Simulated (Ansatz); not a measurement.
`C=NC(=C)F`. The species carries charge 0 and has multiplicity 1. The geometry is a stationary point of PBE0-D4/def2-TZVP. It is one conformer, not always the lowest.

```xyz
9

C    -1.521    0.718   -0.575
N    -0.342    0.793   -0.114
C     0.371   -0.354    0.136
C     1.607   -0.357    0.618
F    -0.243   -1.525   -0.132
H    -2.059    1.645   -0.762
H    -2.027   -0.224   -0.796
H     2.083    0.588    0.827
H     2.131   -1.284    0.799
```

Question: What is the dipole moment at B3LYP/def2-TZVPP? (Best estimate.)

Answer: Computed: 0.57 D, with components (-0.53, 0.09, -0.20) D in this frame, pointing from negative to positive charge.

Question: And with PBE, r2SCAN, ωB97M-V? (Estimate.)

Answer: Ansatz gave: PBE 0.46 D, r2SCAN 0.54 D, ωB97M-V 0.74 D.

Question: Give the Mulliken charges with B3LYP, r2SCAN, ωB97M-V in def2-TZVPP. (Best estimate.)

Answer: The calculation gave: 
```csv
atom,B3LYP,r2SCAN,ωB97M-V
C1,-0.10,-0.01,-0.09
N2,-0.20,-0.26,-0.21
C3,0.29,0.31,0.28
C4,-0.24,-0.21,-0.22
F5,-0.22,-0.21,-0.21
H6,0.12,0.08,0.12
H7,0.11,0.08,0.11
H8,0.12,0.10,0.11
H9,0.12,0.11,0.11
```

B3LYP here is the variant with VWN-RPA as its local correlation; programs differ in this.
